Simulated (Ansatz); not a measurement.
Reaction (SMILES): C(F)F → C atom + 2 F atom + 2 H atom
B3LYP-D3(BJ)/def2-TZVP geometries, fixed; electronic energies without zero-point terms.
Largest species:
```
C
F 1 1.3618
F 1 1.3618 2 108.56
H 1 1.0913 2 108.69 3 -118.06
H 1 1.0913 4 113.42 3 -121.01
```
Charge 0, spin multiplicity 1.

The atomisation energy at CCSD(T) with Ansatz (a program for electronic structure), in kcal/mol, split into its Hartree-Fock and correlation parts. Cores are frozen. Open shells are unrestricted. No added dispersion term, no relativity. Functions are those of the species that has most.

| basis | X | functions | Hartree-Fock | CCSD(T) |
|---|---|---|---|---|
| cc-pVDZ | 2 | 52 | 298.25 | 399.08 |
| cc-pVTZ | 3 | 118 | 308.75 | 425.52 |
| cc-pVQZ | 4 | 225 | 309.46 | 432.52 |

Worked estimate of the basis-set limit from each neighbouring pair, with Hartree-Fock from the larger set and the correlation part extrapolated as X^-3.
Correlation parts: X = 2: 100.83, X = 3: 116.77, X = 4: 123.06.
- (2,3): (27·(116.77) - 8·(100.83))/19 = 123.48; with Hartree-Fock 308.75 the estimate is 432.23 kcal/mol.
- (3,4): (64·(123.06) - 27·(116.77))/37 = 127.65; with Hartree-Fock 309.46 the estimate is 437.11 kcal/mol.
The last two estimates differ by 4.88 kcal/mol; the largest set lies 4.59 from the last. Over the last step Hartree-Fock moves by 0.71 and the correlation part by 6.29.
